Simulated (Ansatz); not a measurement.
**CH₄Al₂ (SMILES [CH2]1[AlH][AlH]1): energies and forces away from the minimum**

One table from this session's results is given with a row withheld; the runs are named, their logs left out.

Method: single points with forces in def2-TZVPP; program: Ansatz 0.2.0, Gaussian basis.

Levels: PBE-D4, r2SCAN-D4, PBE0-D4, wB97M-V, Hartree-Fock, MP2, CCSD, CCSD(T). Each coordinate is moved by a Gaussian draw of the width named (0.7 of it for atoms other than hydrogen): 0.04, 0.02, 0.04, 0.06 Å.

Correlated methods freeze the cores.

30 further runs of the same task are left out: 30 set aside as unsound or not needed.

## The starting structure

SMILES `[CH2]1[AlH][AlH]1`, 7 atoms, charge 0, spin multiplicity 1.

Atoms are counted from 1 here; the program's logs count them from 0.

Bond lengths: C1–Al2 2.065 Å, C1–Al3 2.066 Å, C1–H4 1.108 Å, C1–H5 1.107 Å, Al2–Al3 2.481 Å, Al2–H6 1.624 Å, Al3–H7 1.625 Å. Angles: Al2–C1–Al3 73.8°, Al2–C1–H4 119.1°, Al2–C1–H5 120.2°, Al3–C1–H4 119.1°, Al3–C1–H5 120.3°, H4–C1–H5 103.5°, C1–Al2–Al3 53.1°, C1–Al2–H6 148.8°, Al3–Al2–H6 158.1°, C1–Al3–Al2 53.1°, C1–Al3–H7 148.8°, Al2–Al3–H7 158.1°.

Coordinates:

```mol
CH4Al2
  3D, bonds by distance, orders not assigned

  7  7  0  0  0  0  0  0  0  0999 V2000
   -0.6636    0.0605   -0.6357 C   0  0
   -0.0265    0.8441    1.1651 Al  0  0
    1.0835   -0.9342   -0.1610 Al  0  0
   -1.6137   -0.5077   -0.6704 H   0  0
   -0.7141    0.7029   -1.5363 H   0  0
   -0.2655    1.8817    2.3914 H   0  0
    2.1998   -2.0474   -0.5531 H   0  0
  1  2  8  0
  1  3  8  0
  1  4  8  0
  1  5  8  0
  2  3  8  0
  2  6  8  0
  3  7  8  0
M  END
```

The first run:

Contents of relax/in.yaml:

```yaml
crystal:
  periodic: [false, false, false]
  atoms:
    - {symbol: C, position_ang: [-0.663610, 0.060540, -0.635710]}
    - {symbol: Al, position_ang: [-0.026500, 0.844140, 1.165120]}
    - {symbol: Al, position_ang: [1.083540, -0.934180, -0.161010]}
    - {symbol: H, position_ang: [-1.613700, -0.507720, -0.670430]}
    - {symbol: H, position_ang: [-0.714070, 0.702890, -1.536270]}
    - {symbol: H, position_ang: [-0.265450, 1.881720, 2.391430]}
    - {symbol: H, position_ang: [2.199790, -2.047390, -0.553130]}
basis:
  gaussian: {orbitals: def2-TZVP}
hamiltonian: {xc: pbe0, dispersion: d4}
relax: {f_tol: 0.005, max_steps: 200}
```

On the command line:

```
ansatz run in.yaml --threads 2 --pin off --events-out ev --progress --plain --max-ram 4352MiB
```

Among the steps run: Relaxation at PBE0-D4; Reference energies at the minimum; Structure 1, width 0.04 Å; Structure 2, width 0.02 Å; Structure 3, width 0.04 Å; Structure 4, width 0.06 Å.

One of the session's tables, all rows but one given; the rest of the session is left out.

| method | RMS force component (eV/Å) | angle to CCSD(T) forces (°) | dipole (D) |
| --- | --- | --- | --- |
| PBE-D4 | 1.123 | 4.9 | 0.88 |
| r2SCAN-D4 | 1.154 | 4.6 | 0.90 |
| PBE0-D4 | ? | ? | ? |
| wB97M-V | 1.190 | 4.9 | 0.87 |
| CCSD(T) | 1.222 | reference | 0.80 |

**Question.** Estimate the row for PBE0-D4.

As computed: RMS force component (eV/Å): 1.177; angle to CCSD(T) forces (°): 4.9; dipole (D): 0.86. In the column «RMS force component (eV/Å)» it lies between r2SCAN-D4 (1.154) and wB97M-V (1.190).
